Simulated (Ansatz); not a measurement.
# TO(Γ) frequency of rock-salt MgS: levels of theory against measurement

Reference value: 240 cm⁻¹ (measured, temperature not stated, not corrected to a static lattice; as tabulated in Chmeruk and Núñez-Valdez (2023), arXiv:2212.11645).

| level (code) | value (cm⁻¹) | cell (Å³/atom) |
|---|---|---|
| LDA (Ansatz) | … | 16.87 |
| PBE (Ansatz) | 224 | 17.88 |
| r²SCAN (Ansatz) | 237 | 17.61 |
| LC-ωPBE (Ansatz) | 246 | 17.23 |
| Hartree–Fock (Ansatz) | 190 | 18.45 |

Q: Fill in the missing entries.

A: 
- LDA (Ansatz, a quantum-chemistry and plane-wave program), value (cm⁻¹): 252

Differences against the reference: LDA +5.0 %, PBE -6.7 %, r²SCAN -1.2 %, LC-ωPBE +2.5 %, Hartree–Fock -21 %.

Once the reference is moved by up to 3.0 % (a margin picked here for doubts on the reference and the settings, and for temperature and zero-point motion) and values within 0.7 % count as equal, the nearest can be r²SCAN (-1.2 %) or LC-ωPBE (+2.5 %). Among them Hartree–Fock (-21 %) misses by most. Within 10 %: LDA, PBE, r²SCAN, LC-ωPBE.

The measured value isn't corrected to a static lattice, so vibrations enter the comparison.  Each level is taken at its own relaxed cell. Cutoffs and k meshes differ between the levels. Ansatz's density-functional and Hartree–Fock values are scalar-relativistic unless marked +SOC, with PAW data made under PBE.

Differences are worked out from the printed values.
